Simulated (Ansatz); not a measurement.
phosphine (SMILES P) moved off its minimum; all values from Ansatz (a program for electronic structure), cores frozen in correlated methods.
(charge 0, multiplicity 1)
```xyz
4

P      0.01783     0.04195     0.15692
H     -0.58402     1.08094    -0.57285
H      1.09563    -0.08783    -0.77191
H     -0.75675    -0.97096    -0.64720
```

```
level                    largest force (eV/Å)  on atom  rms difference from CCSD(T)/aug-cc-pV(T+d)Z (eV/Å)  dipole (D)
-----------------------  --------------------  -------  --------------------------------------------------  ----------
HF/def2-TZVPP                            2.56       P1                                               0.302        0.56
PBE/def2-TZVPP                           1.55       P1                                               0.219        0.60
r2SCAN/def2-TZVPP                        1.76       P1                                               0.060        0.63
B3LYP/def2-TZVPP                         1.83       P1                                               0.019        0.52
wB97M-V/def2-TZVPP                       1.93       P1                                               0.054        0.49
MP2/aug-cc-pV(T+d)Z                      2.07       P1                                               0.114        0.52
CCSD(T)/aug-cc-pV(T+d)Z                  1.85       P1                                               0.000        0.51
```

The differences count from one level among others, with limits of its own. Forces at CCSD(T)/aug-cc-pV(T+d)Z (eV/Å):

```tsv
atom	Fx	Fy	Fz
P1	-0.572	-1.364	-1.114
H2	-0.037	0.306	-0.081
H3	-0.054	0.162	0.227
H4	0.663	0.896	0.968
```
